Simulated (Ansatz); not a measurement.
# MgCl radical (SMILES [Mg][Cl]): one structure at several levels

The atoms stand at a structure displaced at random from a GFN2-xTB minimum. How far do the functionals agree with CCSD(T) there?

Program: Ansatz 0.2.0, Gaussian basis. Level of theory: single points in def2-TZVPP. These are calculated values, not measurements.

Correlated methods freeze the cores. The outer core shell of Li, Na, Mg and K is correlated. Orbitals are unrestricted.

## (1) The system as given

SMILES `[Mg][Cl]`, 2 atoms, charge 0, spin multiplicity 2.

Atoms are counted from 1 here; the program's logs count them from 0.

Bond lengths: Mg1–Cl2 2.124 Å.

As a file:

| atom | x (Å) | y (Å) | z (Å) |
| --- | --- | --- | --- |
| Mg1 | 0.92980 | -0.43720 | 0.37020 |
| Cl2 | -0.86660 | 0.32350 | -0.47050 |

## (2) CCSD(T)/def2-TZVPP

File run/in.yaml:

```yaml
crystal:
  periodic: [false, false, false]
  atoms:
    - {symbol: Mg, position_ang: [0.929800, -0.437200, 0.370200]}
    - {symbol: Cl, position_ang: [-0.866600, 0.323500, -0.470500]}
basis:
  gaussian: {orbitals: def2-TZVPP}
magnetization: {spin_polarized: true, initial_magnetization: 1}
correlation: {method: ccsd_t}
scf: {omitted_lower_state_checks: [cluster_reference]}
output: {forces: true}
```

The command line of these runs was not kept.

## (3) PBE0-D4/def2-TZVPP

Edit run/in.yaml of step 2 so:

```diff
@@ -8,4 +8,3 @@
 magnetization: {spin_polarized: true, initial_magnetization: 1}
-correlation: {method: ccsd_t}
-scf: {omitted_lower_state_checks: [cluster_reference]}
-output: {forces: true}
+hamiltonian: {xc: pbe0, dispersion: d4}
+output: {forces: true, orbitals: {seedname: orbitals}}
```

## (4) wB97M-V/def2-TZVPP

Edit run/in.yaml of step 3 so:

```diff
@@ -8,3 +8,3 @@
 magnetization: {spin_polarized: true, initial_magnetization: 1}
-hamiltonian: {xc: pbe0, dispersion: d4}
-output: {forces: true, orbitals: {seedname: orbitals}}
+hamiltonian: {xc: {name: wB97M-V}}
+output: {forces: true}
```

## (5) r2SCAN-D4/def2-TZVPP

Edit run/in.yaml of step 4 so:

```diff
@@ -8,3 +8,3 @@
 magnetization: {spin_polarized: true, initial_magnetization: 1}
-hamiltonian: {xc: {name: wB97M-V}}
+hamiltonian: {xc: r2scan, dispersion: d4}
 output: {forces: true}
```

## (6) PBE-D4/def2-TZVPP

Edit run/in.yaml of step 5 so:

```diff
@@ -8,3 +8,3 @@
 magnetization: {spin_polarized: true, initial_magnetization: 1}
-hamiltonian: {xc: r2scan, dispersion: d4}
+hamiltonian: {xc: pbe, dispersion: d4}
 output: {forces: true}
```

## (7) BLYP-D4/def2-TZVPP

Edit run/in.yaml of step 6 so:

```diff
@@ -8,3 +8,3 @@
 magnetization: {spin_polarized: true, initial_magnetization: 1}
-hamiltonian: {xc: pbe, dispersion: d4}
+hamiltonian: {xc: {name: BLYP}, dispersion: d4}
 output: {forces: true}
```

## (8) r2SCAN0-D4/def2-TZVPP

Edit run/in.yaml of step 7 so:

```diff
@@ -8,3 +8,3 @@
 magnetization: {spin_polarized: true, initial_magnetization: 1}
-hamiltonian: {xc: {name: BLYP}, dispersion: d4}
+hamiltonian: {xc: {name: r2SCAN0}, dispersion: d4}
 output: {forces: true}
```

(Steps that only read results are left out.)

Q: Predict the outcome of this session. Wanted: energy less free atoms, CCSD(T)/def2-TZVPP; RMS force component; RMS force error; HOMO and LUMO, PBE0-D4; T1 diagnostic.

As calculated:

| quantity | value |
| --- | --- |
| energy less free atoms, CCSD(T)/def2-TZVPP | -295.5 kJ/mol |
| RMS force component | 0.623 to 0.815 eV/Å over the methods |
| RMS force error | PBE0-D4 0.052, wB97M-V 0.003, r2SCAN-D4 0.036, PBE-D4 0.036, BLYP-D4 0.110, r2SCAN0-D4 0.081 eV/Å |
| HOMO and LUMO, PBE0-D4 | -5.67 and -2.69 eV |
| T1 diagnostic | 0.009 |

Against CCSD(T) the functionals' energies less atoms differ by -48.7 to -3.5 kJ/mol, PBE-D4 by -25.7 kJ/mol. The reference is not at the basis limit: in triple zeta CCSD(T) underbinds, which counts against methods that bind more; the gaps are no ranking. The forces of wB97M-V come nearest to CCSD(T), those of BLYP-D4 are farthest. Frozen-core CCSD(T) forces in triple zeta carry basis errors of their own, and this is one geometry, so small gaps rank nothing.
